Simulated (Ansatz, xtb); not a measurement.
Molecule: CH5S (charge +1, singlet). It need not be the lowest isomer of its formula. 
Structure (B3LYP-D3(BJ)/def2-TZVP (Ansatz, an electronic-structure program) minimum search):
```
C
H 1 1.0854
H 1 1.0884 2 112.00
H 1 1.0884 2 112.00 3 -124.31
S 1 1.8264 2 110.57 3 117.85
H 5 1.3531 1 100.09 2 -47.98
H 5 1.3531 6 94.02 1 -101.00
```
Charge +1, spin multiplicity 1.

Harmonic wavenumbers from GFN2-xTB (xtb, at its own minimum), cm⁻¹: 219, 695, 718, 762, 988, 1005, 1087, 1325, 1391, 1407, 2275, 2286, 3047, 3051, 3068.

### Question
Give the harmonic wavenumbers at B3LYP-D3(BJ)/def2-TZVP (Ansatz, finite differences of forces, unscaled).

### Answer
239, 633, 749, 779, 1059, 1110, 1205, 1370, 1457, 1459, 2615, 2624, 3070, 3167, 3193 cm⁻¹. Zero-point energy 35.4 kcal/mol.

### Question
From these and the geometry, give the ideal-gas thermochemistry at 298.15 K and 1 atm (rigid rotor, harmonic oscillator).

### Answer
Point group Cs, rotational symmetry number 1. Rotational constants 75.37, 12.19, 12.06 GHz. S(trans) 37.60, S(rot) 20.90, S(vib) 2.91, S(elec, spin only) 0.00, S 61.4 cal/(mol K). H(298) - H(0) 2.94 kcal/mol; G - E(el) 20.0 kcal/mol.
